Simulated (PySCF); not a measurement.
## Level sweep

Compound: NH3O.
SMILES: `[NH3+][O-]`

PySCF, dipoles from the SCF density, polarisabilities from static response with core orbitals frozen. Isolated species at its PBE0-D3(BJ)/def2-SVP geometry, gas phase.

Problem. Which levels come closest to the reference values?

Solution. 

| level | μ (D) | error (%) | α (au) | error (%) | anisotropy (au) |
| --- | --- | --- | --- | --- | --- |
| LDA/def2-SVPD | 5.035 | -6.7 | 22.54 | +10.9 | 10.19 |
| PBE/def2-SVPD | 4.915 | -8.9 | 22.48 | +10.7 | 10.12 |
| B3LYP/def2-SVPD | 5.153 | -4.5 | 21.00 | +3.4 | 8.92 |
| PBE0/def2-SVPD | 5.189 | -3.8 | 20.45 | +0.7 | 8.42 |
| BHandHLYP/def2-SVPD | 5.404 | +0.2 | 19.17 | -5.6 | 7.31 |
| CAM-B3LYP/def2-SVPD | 5.345 | -0.9 | 20.22 | -0.5 | 8.12 |
| wB97X-D/def2-SVPD | 5.308 | -1.6 | 20.05 | -1.3 | 7.91 |
| LC-wPBE/def2-SVPD | 5.463 | +1.3 | 19.49 | -4.0 | 7.37 |
| HF/def2-SVPD | 5.641 | +4.6 | 17.47 | -14.0 | 5.71 |
| PBE0/6-31G* | 4.980 | -7.7 | 14.44 | -28.9 | 7.95 |
| PBE0/6-31+G* | 5.517 | +2.3 | 16.78 | -17.4 | 8.17 |
| PBE0/def2-SVP | 5.052 | -6.3 | 14.31 | -29.6 | 8.26 |
| PBE0/aug-cc-pVDZ | 5.074 | -5.9 | 20.62 | +1.5 | 9.66 |
| PBE0/def2-TZVP | 5.153 | -4.5 | 16.71 | -17.7 | 8.79 |
| PBE0/def2-TZVPD | 5.061 | -6.2 | 21.21 | +4.4 | 8.51 |
| PBE0/aug-cc-pVTZ | 5.051 | -6.4 | 21.30 | +4.9 | 9.07 |

Reference dipole: 5.394 D (computed, CCSD(T)/CBS, all electrons, equilibrium geometry, gas; Hait, Head-Gordon, J. Chem. Theory Comput. 14 (2018) 1969). Reference polarisability: 3.010 Å³ (computed, CCSD(T)/CBS, static electronic, isotropic average, equilibrium geometry, gas; Hait, Head-Gordon, Phys. Chem. Chem. Phys. 20 (2018) 19800). The anisotropy is √(½[(α1 − α2)² + (α2 − α3)² + (α3 − α1)²]). For the dipole, the smallest error is 0.2% (BHandHLYP/def2-SVPD) and the largest 8.9% (PBE/def2-SVPD). For the polarisability, the smallest error is 0.5% (CAM-B3LYP/def2-SVPD) and the largest 29.6% (PBE0/def2-SVP). The dipole runs from 4.92 D (PBE/def2-SVPD) to 5.64 D (HF/def2-SVPD). In one basis (def2-SVPD) the functionals order the polarisability from HF (lowest) to LDA (highest), a spread of 29%. With PBE0 the polarisability is 15.15 au without diffuse functions (mean of 6-31G*, def2-SVP and def2-TZVP) and 20.08 au with them (mean of 6-31+G*, def2-SVPD, aug-cc-pVDZ, def2-TZVPD and aug-cc-pVTZ).
